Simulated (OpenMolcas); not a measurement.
# OLYP/ANO-R2 (DKH8, RICD fitting) run of PF5 (pentafluorophosphorane), part 2 of 2

OpenMolcas 26.06.

## Step 3: The doublet cation at the same level

Input file job.inp:

```
* F5P Kohn-Sham DFT

&GATEWAY
 Coord
 6
 bohr
 F     -0.05431073    -2.27054373     1.87613899
 P     -0.00128501     0.00028346    -0.00034015
 F     -2.51082241     1.01757972    -1.16233274
 F      0.29249181    -1.90919030    -2.30030692
 F      2.56696617     1.25534506    -0.71556369
 F     -0.29303983     1.90654469     2.30240452
 Basis = ANO-R2
 Group = NoSym
 RICD

&SEWARD
 Relativistic = R08O02
 Expert

&SCF
 UHF
 Charge = 1
 Spin = 2
 KSDFT = OLYP
 PrOrbitals = 0
```

Started as:

```console
$ export MOLCAS_MEM=1860
$ pymolcas job.inp > job.log
```

The log of the run:

```text
--- Start Module: gateway ---

                                              &GATEWAY

                       available to each process: 1.9 GB of memory, 1 thread

++    Symmetry information:
      ---------------------

                    Character Table for C1

                             E
                    a        1  x, y, xy, Rz, z, xz, Ry, yz, Rx, I
--

++    Basis set information:
      ----------------------

      Basis set label: F.ANO-R...4S4P2D1F.

      Electronic valence basis set:
      ------------------
      Associated Effective Charge   9.000000 au
      Associated Actual Charge      9.000000 au
      Nuclear Model: Finite nucleus - Gaussian distribution
        Gaussian exponent, Xi/bohr**(-2):  5.35469E+08

      Shell  nPrim  nBasis  Cartesian Spherical Contaminant
         s      13       4        X
         p       8       4        X
         d       4       2                 X
         f       3       1                 X

      Basis set label: P.ANO-R...5S4P3D1F.

      Electronic valence basis set:
      ------------------
      Associated Effective Charge  15.000000 au
      Associated Actual Charge     15.000000 au
      Nuclear Model: Finite nucleus - Gaussian distribution
        Gaussian exponent, Xi/bohr**(-2):  4.11175E+08

      Shell  nPrim  nBasis  Cartesian Spherical Contaminant
         s      16       5        X
         p      11       4        X
         d       7       3                 X
         f       5       1                 X

      Basis set label: F.ANO-R...4S4P2D1F.

      Electronic valence basis set:
      ------------------
      Associated Effective Charge   9.000000 au
      Associated Actual Charge      9.000000 au
      Nuclear Model: Finite nucleus - Gaussian distribution
        Gaussian exponent, Xi/bohr**(-2):  5.35469E+08

      Shell  nPrim  nBasis  Cartesian Spherical Contaminant
         s      13       4        X
         p       8       4        X
         d       4       2                 X
         f       3       1                 X
--

++    Molecular structure info:
      -------------------------

                    ************************************************
                    **** Cartesian Coordinates / bohr, angstrom ****
                    ************************************************

     Center  Label                x              y              z                     x              y              z
        1      F1              -0.054311      -2.270544       1.876139             -0.028740      -1.201520       0.992810
        2      P2              -0.001285       0.000283      -0.000340             -0.000680       0.000150      -0.000180
        3      F3              -2.510822       1.017580      -1.162333             -1.328670       0.538480      -0.615080
        4      F4               0.292492      -1.909190      -2.300307              0.154780      -1.010300      -1.217270
        5      F5               2.566966       1.255345      -0.715564              1.358380       0.664300      -0.378660
        6      F6              -0.293040       1.906545       2.302405             -0.155070       1.008900       1.218380

                    ***************************************
                    *    InterNuclear Distances / bohr    *
                    ***************************************

               1 F1            2 P2            3 F3            4 F4            5 F5            6 F6
    1 F1       0.000000
    2 P2       2.946293        0.000000
    3 F3       5.106713        2.946675        0.000000
    4 F4       4.206370        3.003705        4.209458        0.000000
    5 F5       5.100971        2.946632        5.102947        4.207009        0.000000
    6 F6       4.205563        3.003595        4.208708        6.007298        4.208542        0.000000

                    *******************************************
                    *    InterNuclear Distances / angstrom    *
                    *******************************************

               1 F1            2 P2            3 F3            4 F4            5 F5            6 F6
    1 F1       0.000000
    2 P2       1.559111        0.000000
    3 F3       2.702356        1.559314        0.000000
    4 F4       2.225915        1.589492        2.227549        0.000000
    5 F5       2.699318        1.559290        2.700363        2.226254        0.000000
    6 F6       2.225488        1.589434        2.227152        3.178925        2.227065        0.000000

                    **************************************
                    *    Valence Bond Angles / degree    *
                    **************************************
                          Atom centers                 Phi
                      1 F1       2 P2       3 F3       120.13
                      1 F1       2 P2       5 F5       119.90
                      3 F3       2 P2       5 F5       119.97
--

            Nuclear Potential Energy            403.94292564 au

--- Stop Module: gateway /rc=_RC_ALL_IS_WELL_ ---
--- Module gateway spent 1 second ---

--- Start Module: seward ---

                                              &SEWARD

                       available to each process: 1.9 GB of memory, 1 thread

[... 1 line left out ...]
 ###    WARNING:  EXPERT option is ON!                                       ###
[... 55 lines left out ...]
      Nuclear repulsion energy =  403.94292564
[... 69 lines left out ...]
++ Convergence information
                               UHF OLYP       iterations: Energy and convergence statistics
[... 43 lines left out ...]
       Convergence after  67 Iterations
[... 3 lines left out ...]
 *                                             SCF/KS-DFT Program, Final results                                             *
 *                                                       Final Results                                                       *
[... 84 lines left out ...]
      Title: Natural orbitals
[... 109 lines left out ...]
       34 P2     1s        -0.0000
       35 P2     2s        -0.0001
       36 P2     3s        -0.0005
       37 P2     4s        -0.0001
       38 P2     5s         0.0001
       39 P2     2px        0.0002
       40 P2     3px        0.0013
       41 P2     4px       -0.0000
       42 P2     5px        0.0001
       43 P2     2py       -0.0008
       44 P2     3py       -0.0075
       45 P2     4py       -0.0036
       46 P2     5py       -0.0006
       47 P2     2pz       -0.0007
       48 P2     3pz       -0.0080
       49 P2     4pz       -0.0059
       50 P2     5pz       -0.0007
       51 P2     3d2-       0.0412
       52 P2     4d2-       0.0557
       53 P2     5d2-       0.0343
       54 P2     3d1-      -0.0132
       55 P2     4d1-      -0.0177
       56 P2     5d1-      -0.0109
       57 P2     3d0        0.0865
       58 P2     4d0        0.1202
       59 P2     5d0        0.0735
       60 P2     3d1+       0.0336
       61 P2     4d1+       0.0467
       62 P2     5d1+       0.0286
       63 P2     3d2+       0.0381
       64 P2     4d2+       0.0550
       65 P2     5d2+       0.0334
       66 P2     4f3-       0.2533
       67 P2     4f2-      -0.0250
       68 P2     4f1-       0.1528
       69 P2     4f0       -0.1882
       70 P2     4f1+       0.2193
       71 P2     4f2+       0.1009
       72 P2     4f3+       0.0830
       73 F3     1s         0.0001
       74 F3     2s         0.0008
       75 F3     3s        -0.0003
       76 F3     4s        -0.0005
       77 F3     2px        0.0023
       78 F3     3px       -0.0022
       79 F3     4px       -0.0060
       80 F3     5px       -0.0015
       81 F3     2py       -0.0118
       82 F3     3py        0.0165
       83 F3     4py        0.0354
       84 F3     5py        0.0082
       85 F3     2pz       -0.0135
       86 F3     3pz        0.0207
       87 F3     4pz        0.0424
       88 F3     5pz        0.0098
       89 F3     3d2-      -0.0457
       90 F3     4d2-       0.0594
       91 F3     3d1-      -0.0257
       92 F3     4d1-       0.0777
       93 F3     3d0        0.0719
       94 F3     4d0       -0.2846
       95 F3     3d1+      -0.0690
       96 F3     4d1+       0.1254
       97 F3     3d2+       0.0581
       98 F3     4d2+      -0.1907
       99 F3     4f3-       0.0160
      100 F3     4f2-       0.0287
      101 F3     4f1-       0.0931
      102 F3     4f0       -0.0900
      103 F3     4f1+      -0.1612
      104 F3     4f2+      -0.0165
      105 F3     4f3+      -0.1329
      106 F4     1s        -0.0007
      107 F4     2s        -0.0056
      108 F4     3s        -0.0076
      109 F4     4s         0.0027
      110 F4     2px        0.0108
      111 F4     3px        0.0007
      112 F4     4px       -0.0337
      113 F4     5px        0.0023
      114 F4     2py       -0.0149
      115 F4     3py       -0.0017
      116 F4     4py        0.0447
      117 F4     5py       -0.0033
      118 F4     2pz        0.0116
      119 F4     3pz       -0.0012
      120 F4     4pz       -0.0433
      121 F4     5pz        0.0026
      122 F4     3d2-       0.0091
      123 F4     4d2-      -0.0368
      124 F4     3d1-       0.0022
      125 F4     4d1-       0.0272
      126 F4     3d0        0.0297
      127 F4     4d0       -0.0590
      128 F4     3d1+       0.0213
      129 F4     4d1+      -0.0004
      130 F4     3d2+       0.0282
      131 F4     4d2+       0.0131
      132 F4     4f3-       0.0722
      133 F4     4f2-       0.0044
      134 F4     4f1-       0.0485
      135 F4     4f0       -0.0419
      136 F4     4f1+       0.0576
      137 F4     4f2+       0.0316
      138 F4     4f3+       0.0240
      139 F5     1s         0.0000
      140 F5     2s         0.0001
      141 F5     3s         0.0002
      142 F5     4s        -0.0001
      143 F5     2px        0.0002
      144 F5     3px        0.0003
      145 F5     4px        0.0001
      146 F5     5px        0.0000
      147 F5     2py       -0.0005
      148 F5     3py       -0.0004
      149 F5     4py        0.0002
      150 F5     5py        0.0000
      151 F5     2pz        0.0001
      152 F5     3pz        0.0005
      153 F5     4pz        0.0008
      154 F5     5pz        0.0002
      155 F5     3d2-       0.0816
      156 F5     4d2-      -0.2543
      157 F5     3d1-      -0.0255
      158 F5     4d1-       0.0799
      159 F5     3d0        0.1744
      160 F5     4d0       -0.5465
      161 F5     3d1+       0.0688
      162 F5     4d1+      -0.2145
      163 F5     3d2+       0.0798
      164 F5     4d2+      -0.2511
      165 F5     4f3-       0.2072
      166 F5     4f2-      -0.0211
      167 F5     4f1-       0.1261
      168 F5     4f0       -0.1523
      169 F5     4f1+       0.1824
      170 F5     4f2+       0.0818
      171 F5     4f3+       0.0703
      172 F6     1s         0.0007
      173 F6     2s         0.0057
      174 F6     3s         0.0078
      175 F6     4s        -0.0027
      176 F6     2px       -0.0102
      177 F6     3px       -0.0002
      178 F6     4px        0.0340
      179 F6     5px       -0.0022
      180 F6     2py        0.0126
      181 F6     3py       -0.0011
      182 F6     4py       -0.0466
      183 F6     5py        0.0028
      184 F6     2pz       -0.0139
      185 F6     3pz       -0.0020
      186 F6     4pz        0.0410
      187 F6     5pz       -0.0031
      188 F6     3d2-       0.0229
      189 F6     4d2-      -0.0066
      190 F6     3d1-      -0.0120
      191 F6     4d1-      -0.0137
      192 F6     3d0        0.0385
      193 F6     4d0       -0.0337
      194 F6     3d1+       0.0060
      195 F6     4d1+      -0.0362
      196 F6     3d2+       0.0033
      197 F6     4d2+      -0.0555
      198 F6     4f3-       0.0658
      199 F6     4f2-      -0.0177
      200 F6     4f1-       0.0356
      201 F6     4f0       -0.0607
      202 F6     4f1+       0.0605
      203 F6     4f2+       0.0233
      204 F6     4f3+       0.0196
--

++    Molecular properties:
      ---------------------

      Charge (e):
                      =    1.0000
      Dipole Moment (debye):
      Origin of the operator (angstrom)=   -0.0001    0.0000   -0.0000
                   X= -1.8572E+00               Y= -8.5868E-01               Z=  4.8773E-01           Total=  2.1035E+00
      Center of Charge (angstrom)
                     X=   -0.38673063               Y=   -0.17875592               Z=    0.10152649
      Quadrupole Moment (debye*angstrom):
      Origin of the operator (angstrom)=   -0.0001    0.0000   -0.0000
                  XX= -3.1565E+01              XY= -1.2127E+00              XZ=  9.9225E-01              YY= -3.0552E+01
                  YZ= -9.0630E-01              ZZ= -3.0582E+01
      In traceless form (debye*angstrom)
                  XX= -9.9798E-01              XY= -1.8191E+00              XZ=  1.4884E+00              YY=  5.2135E-01
                  YZ= -1.3594E+00              ZZ=  4.7663E-01
--

--- Stop Module: scf /rc=_RC_ALL_IS_WELL_ ---
--- Module scf spent 4 minutes 31 seconds ---

.##################.
.# Happy landing! #.
.##################.

    Timing: Wall=310.46 User=276.11 System=34.19
```

It took 5.2 min on 1 thread of Arm Neoverse V1, shared host; peak memory 0.61 GiB.

## Step 4: What came out

This closing draws on all 2 parts.

Level: OLYP/ANO-R2 (DKH8, RICD fitting).

```
                                          quantity          value
                         singlet PF5: total energy  -842.12975 Eh
                        singlet PF5: dipole moment         0.01 D
                          singlet PF5: HOMO energy       -9.82 eV
                          singlet PF5: LUMO energy       -1.38 eV
                        singlet PF5: HOMO–LUMO gap        8.44 eV
                      doublet cation: total energy  -841.62922 Eh
doublet cation: HOMO energy (highest over α and β)      -17.40 eV
 doublet cation: LUMO energy (lowest over α and β)      -17.33 eV
                              doublet cation: ⟨S²⟩          0.752
vertical ionisation energy (to the doublet cation)      13.620 eV
```

The vertical ionisation energy comes to 13.62 eV (314 kcal/mol). −ε(HOMO) before ionisation, 9.82 eV, is 3.80 eV below this ionisation energy. Mulliken charges (singlet PF5) run from -0.24 on F4 to +1.03 on P2.
